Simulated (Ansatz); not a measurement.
Results of LDA (plane waves, PAW; Ansatz, an electronic-structure program) for fcc Ni.

Numerical settings: plane-wave cutoff 500 eV, 30×30×1 k mesh (along the axes of the cell as run), Fermi–Dirac smearing 0.1 eV, scalar-relativistic PAW data made under PBE.

**Question.** Give the computed surface energy of the (111) face and work function of the (111) face.

**Answer.** 
surface energy of the (111) face: 2.53 J/m²
work function of the (111) face: 5.51 eV

The slab of 9 atoms is relaxed and unreconstructed.

The computed numbers hold no vibrational or temperature effects.
